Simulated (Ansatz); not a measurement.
Two isomers of C4H4O: A = `C=C1CC1=O`, B = `C#CC(=C)O`.

Gas-phase electronic energies from Ansatz, PBE0-D4/def2-TZVP geometries. CBS: MP2 limit from def2 TZ/QZ plus the TZ coupled-cluster correction, frozen cores. Functionals use def2-TZVPP. B3LYP here is the variant with VWN-RPA as its local correlation; programs differ in this. Each species was taken in one conformer, which may not be the lowest.

(1) Which isomer does CCSD(T)/CBS put lower? Give the gap. (An estimate is asked.)

(2) Give E(B) − E(A) in kJ/mol with ωB97M-V, CCSD(T)/def2-SVP, B3LYP-D4, PBE-D4, CCSD(T)/def2-TZVPP, r2SCAN-D4, BLYP-D4. (Estimate.)

(3) Does the order hold for the free energy at 298.15 K (harmonic terms from PBE0-D4)? (Best estimate.)

Largest T1 diagnostic: 0.015.

Results:

(1) Ansatz gave: B, by 41.8 kJ/mol.

(2) Ansatz gave: ωB97M-V -26.7, CCSD(T)/def2-SVP -13.6, B3LYP-D4 -26.3, PBE-D4 -3.9, CCSD(T)/def2-TZVPP -35.8, r2SCAN-D4 -13.9, BLYP-D4 -24.8. None reverses the order clearly.

(3) The calculation gave: Yes: G(B) − G(A) = -41.9 kJ/mol, for one conformer each.

From PBE to PBE0 (25 % exact exchange), in def2-TZVPP and without D4, E(B) − E(A) moves by −3.9 kJ/mol. Leaving LDA and LC-ωPBE aside and taking each functional with its dispersion term where it has one, the values, not all of them listed here, spread over 31.2 kJ/mol, from B2PLYP to revPBE-D4.
